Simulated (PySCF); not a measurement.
# SiFOH: structure of the singlet

Where does singlet SiFOH go from a bent start, is the end point a minimum, and what are its modes, charges and moments?

Computed with PySCF 2.14.0. Level: PBE0, basis Si def2-TZVP, F def2-TZVP, O def2-TZVP, H def2-TZVP, no relativity, density fitting.

**1. Starting geometry**

4 atoms, charge 0, spin multiplicity 1.

Bond lengths: Si1–F2 1.800 Å, Si1–O3 1.790 Å, O3–H4 0.960 Å. Angles: F2–Si1–O3 110.0°, Si1–O3–H4 130.0°.

Z-matrix (Å, degrees; charge 0 multiplicity 1):
```
Si
F  1 1.8000
O  1 1.7900 2 110.00
H  3 0.9600 1 130.00 2 90.00
```

**2. The SCF at the typed geometry**

The steps below are one call of a driver around PySCF. For each, scf.py gives the equivalent set-up of the SCF; relaxations use the driver's own optimiser. After this first run the driver tries any further starts and a stability analysis.

The input, scf.py:

```python
from pyscf import gto, scf, dft
mol = gto.M(atom='''
Si     0.000000     0.000000     0.000000
F      1.474500     0.000000     1.032400
O     -1.466300     0.000000     1.026700
H     -1.971800     0.735400     1.380600''',
    basis={'Si': 'def2-TZVP', 'F': 'def2-TZVP', 'O': 'def2-TZVP', 'H': 'def2-TZVP'},
    charge=0, spin=0)
mf = dft.RKS(mol, xc='PBE0')
mf.grids.atom_grid = (50, 194)
aux = {'Si': 'def2-universal-JKFIT', 'F': 'def2-universal-JKFIT', 'O': 'def2-universal-JKFIT', 'H': 'def2-universal-JKFIT'}
mf = mf.density_fit(auxbasis=aux)
mf.conv_tol = 1e-08
mf.diis_space = 10
mf.max_cycle = 60
mf.init_guess = 'minao'
mf.verbose = 4
mf.kernel()
```

On the command line:

```sh
$ OMP_NUM_THREADS=2 python axn.py task.json out
```

The program printed:

```text
init E= -464.865421673154
  HOMO = -0.289893852330927  LUMO = -0.103016730202114  gap/eV = 5.08519
cycle= 1 E= -464.823951937077  delta_E= 0.0415  |g|= 0.964  |ddm|= 1.45
  HOMO = -0.17568384869691  LUMO = -0.0909543558313857  gap/eV = 2.30561
cycle= 2 E= -464.178088526639  delta_E= 0.646  |g|= 2.08  |ddm|= 1.41
  HOMO = -0.290128946044817  LUMO = -0.0909300593573121  gap/eV = 5.42048
cycle= 3 E= -464.994441958853  delta_E= -0.816  |g|= 0.0666  |ddm|= 0.986
  HOMO = -0.298191207854072  LUMO = -0.097693657174311  gap/eV = 5.45582
cycle= 4 E= -464.995384878363  delta_E= -0.000943  |g|= 0.0485  |ddm|= 0.117
  HOMO = -0.296253856920913  LUMO = -0.0947185154855035  gap/eV = 5.48406
cycle= 5 E= -464.995762549468  delta_E= -0.000378  |g|= 0.0242  |ddm|= 0.0338
  HOMO = -0.295011542086186  LUMO = -0.0934114819867631  gap/eV = 5.48582
cycle= 6 E= -464.995856684156  delta_E= -9.41e-05  |g|= 0.00314  |ddm|= 0.0127
  HOMO = -0.295192845934174  LUMO = -0.0935420475882864  gap/eV = 5.48720
cycle= 7 E= -464.99585869573  delta_E= -2.01e-06  |g|= 0.000442  |ddm|= 0.00229
  HOMO = -0.295189075845492  LUMO = -0.0935349634782909  gap/eV = 5.48729
cycle= 8 E= -464.995858749361  delta_E= -5.36e-08  |g|= 0.000164  |ddm|= 0.000684
  HOMO = -0.295192097393482  LUMO = -0.0935415486282309  gap/eV = 5.48719
cycle= 9 E= -464.995858756085  delta_E= -6.72e-09  |g|= 4.69e-05  |ddm|= 0.000178
  HOMO = -0.29519247962741  LUMO = -0.0935461895213123  gap/eV = 5.48708
Extra cycle  E= -464.995858755831  delta_E= 2.54e-10  |g|= 6.56e-05  |ddm|= 8.07e-05
converged SCF energy = -464.995858755831
```

This step, with its further starts and checks, took 4.2 s on 2 threads of AMD EPYC 9R45 (Zen 5), shared host.

The starts that the driver tried:

| start | energy (Eh) |
| --- | --- |
| the minimal-basis guess | -464.995859 |
| a thermally smeared density | -464.995859 |
| a smeared PBE density | -464.995859 |

The test of internal stability and the other starts found no lower closed-shell solution.

**3. Relaxing the singlet from the bent start**

The program finds C1 symmetry in the start. The walk stops when the largest gradient is under 0.0003 Eh/bohr and the energy has settled too.

scf.py, as its differences from that of step 2:

```diff
@@ -3,4 +3,4 @@
-Si     0.000000     0.000000     0.000000
-F      1.474500     0.000000     1.032400
-O     -1.466300     0.000000     1.026700
-H     -1.971800     0.735400     1.380600''',
+Si    -0.040210    -0.011585    -0.585003
+F      1.434290    -0.011585     0.447397
+O     -1.506510    -0.011585     0.441697
+H     -2.012010     0.723815     0.795597''',
@@ -16 +15,0 @@
-mf.init_guess = 'minao'
```

Energy and gradient, step by step:

```csv
step,energy (Eh),change (kJ/mol),largest gradient (Eh/bohr)
0,-464.995859,0.00,0.06414
1,-465.020998,-66.00,0.01631
2,-465.023286,-72.01,0.01518
3,-465.024618,-75.51,0.03796
4,-465.025864,-78.78,0.00763
5,-465.028369,-85.36,0.01303
6,-465.029642,-88.70,0.02140
7,-465.030840,-91.84,0.01633
8,-465.032223,-95.47,0.01802
9,-465.033090,-97.75,0.01449
10,-465.033379,-98.51,0.00644
11,-465.033488,-98.80,0.00118
12,-465.033502,-98.83,0.00115
13,-465.033513,-98.86,0.00064
14,-465.033515,-98.87,0.00011
```

The walk took 12 s.

Positions (Å) and forces (eV/Å) along the way:

```
step 0
Si  -0.040  -0.012  -0.585   0.043   0.001   3.299
F    1.434  -0.012   0.447  -3.018   0.064  -1.629
O   -1.507  -0.012   0.442   2.757  -0.114  -1.697
H   -2.012   0.724   0.796   0.218   0.050   0.026
step 1
Si  -0.047  -0.011  -0.534  -0.143  -0.083   0.344
F    1.273   0.004   0.432  -0.839   0.057  -0.090
O   -1.413  -0.013   0.414   0.633   0.412  -0.167
H   -1.937   0.709   0.788   0.349  -0.386  -0.087
step 7
Si  -0.063  -0.195  -0.612   0.479   0.035   0.654
F    1.022   0.172   0.559  -0.189  -0.027  -0.461
O   -1.457   0.084   0.175  -0.738   0.769   0.652
H   -1.626   0.629   0.977   0.448  -0.776  -0.845
step 14
Si  -0.074  -0.245  -0.574   0.003  -0.004   0.009
F    0.978   0.216   0.569   0.000   0.006  -0.009
O   -1.504   0.161   0.114  -0.004  -0.005   0.007
H   -1.525   0.557   0.991   0.001   0.003  -0.007
```

It settles in Cs symmetry, 98.9 kJ/mol below the start, after 14 steps: O–H 0.963 Å, Si–F 1.621 Å, Si–O 1.637 Å; F–Si–O 101.6°, H–O–Si 120.3°.

**4. Hessian and properties**

On the finer grid the gradient is checked again; gradients at displacements of ±0.02 bohr then give force constants and infrared intensities.

scf.py, as its differences from that of step 3:

```diff
@@ -3,4 +3,4 @@
-Si    -0.040210    -0.011585    -0.585003
-F      1.434290    -0.011585     0.447397
-O     -1.506510    -0.011585     0.441697
-H     -2.012010     0.723815     0.795597''',
+Si     0.067796    -0.248742    -0.536503
+F      1.120484     0.208560     0.606906
+O     -1.361897     0.152614     0.153022
+H     -1.382964     0.553108     1.028585''',
@@ -10 +10 @@
-mf.grids.atom_grid = (50, 194)
+mf.grids.atom_grid = (75, 302)
@@ -13 +13 @@
-mf.conv_tol = 1e-08
+mf.conv_tol = 1e-10
```

This SCF starts from the last density.

Log of the central SCF (cycles and frontier levels):

```text
init E= -465.033449753122
  HOMO = -0.284591941495044  LUMO = -0.0571342390034673  gap/eV = 6.18944
cycle= 1 E= -465.033449753112  delta_E= 9.55e-12  |g|= 8.26e-06  |ddm|= 5.89e-06
  HOMO = -0.284591970120118  LUMO = -0.0571343558512538  gap/eV = 6.18944
Extra cycle  E= -465.033449753093  delta_E= 1.98e-11  |g|= 1.42e-05  |ddm|= 9.94e-06
converged SCF energy = -465.033449753093
```

The whole step took 23 s.

Geometry: Cs; O–H 0.963 Å, Si–F 1.620 Å, Si–O 1.637 Å; F–Si–O 101.6°, H–O–Si 120.3°.

Harmonic modes (main isotopes):

```json
{"symmetry": "a'", "ω (cm⁻¹)": "321", "IR (km/mol)": "39.1"}
{"symmetry": "a''", "ω (cm⁻¹)": "498", "IR (km/mol)": "157"}
{"symmetry": "a'", "ω (cm⁻¹)": "737", "IR (km/mol)": "74.4"}
{"symmetry": "a'", "ω (cm⁻¹)": "835", "IR (km/mol)": "210"}
{"symmetry": "a'", "ω (cm⁻¹)": "904", "IR (km/mol)": "107"}
{"symmetry": "a'", "ω (cm⁻¹)": "3850", "IR (km/mol)": "68.9"}
```

Every mode is real; the point is a minimum.

Properties at this point:

```yaml
Dipole_moment: 1.01 D
Highest_occupied_level: -7.74 eV
Lowest_empty_level: -1.55 eV
Rotational_constants: 0.914, 0.2965, 0.2239 cm⁻¹
Zero-point_energy: 42.7 kJ/mol
Principal_polarisabilities: 28.8, 29.4, 33.7 bohr³
Atomisation_energy_without_zero-point_energy: 1544 kJ/mol
Principal_traceless_quadrupole_moments_about_the_centre_of_mass: -6.28, 2.48, 3.80 D Å
Entropy_at_298.15_K_and_1_bar: 266.8 J/(mol K)
Heat_capacity_Cp_at_298.15_K: 53.1 J/(mol K)
Enthalpy_at_298.15_K_above_0_K: 12.12 kJ/mol
Rotational_symmetry_number: 1
```

Populations by atom (charges in e):

```json
{"atom": "Si1", "Mulliken": "0.46", "Löwdin": "0.02", "polar tensor": "1.03", "Mayer order to Si1": "–"}
{"atom": "F2", "Mulliken": "-0.30", "Löwdin": "-0.04", "polar tensor": "-0.58", "Mayer order to Si1": "1.05"}
{"atom": "O3", "Mulliken": "-0.48", "Löwdin": "-0.13", "polar tensor": "-0.74", "Mayer order to Si1": "1.23"}
{"atom": "H4", "Mulliken": "0.32", "Löwdin": "0.16", "polar tensor": "0.30", "Mayer order to Si1": "0.07"}
```

Outer orbital energies (eV). occupied: -28.68, -16.17, -14.43, -12.73, -12.59, -10.74, -10.45, -7.74; empty: -1.55, 0.50, 1.04, 2.48.

Mulliken populations on Si1: s 5.81, p 7.27, d 0.37, f 0.08.

**5. Would spin polarisation lower it?**

At the lowest minimum the closed shell is tested against spin polarisation, on the (50, 194) grid. It is stable.

**6. Results**

```
                                 quantity                                                                  value
                                  minimum                                                            singlet, Cs
                                 geometry  O–H 0.963 Å, Si–F 1.620 Å, Si–O 1.637 Å; F–Si–O 101.6°, H–O–Si 120.3°
                       wavenumbers (cm⁻¹)           321 (a'), 498 (a''), 737 (a'), 835 (a'), 904 (a'), 3850 (a')
                            dipole moment                                                                 1.01 D
     highest occupied, lowest empty level                                                        -7.74, -1.55 eV
               polar-tensor charge of Si1                                                                +1.03 e
                        zero-point energy                                                            42.7 kJ/mol
                      entropy at 298.15 K                                                        266.8 J/(mol K)
atomisation energy (no zero-point energy)                                                            1544 kJ/mol
```

The bent start (C1) ends in a minimum of Cs symmetry. In the infrared the band at 835 cm⁻¹ (a') leads. Only this shape and spin were tried, so other structures or states may lie lower.

The search up to here took 41 s on 2 threads of AMD EPYC 9R45 (Zen 5), shared host.
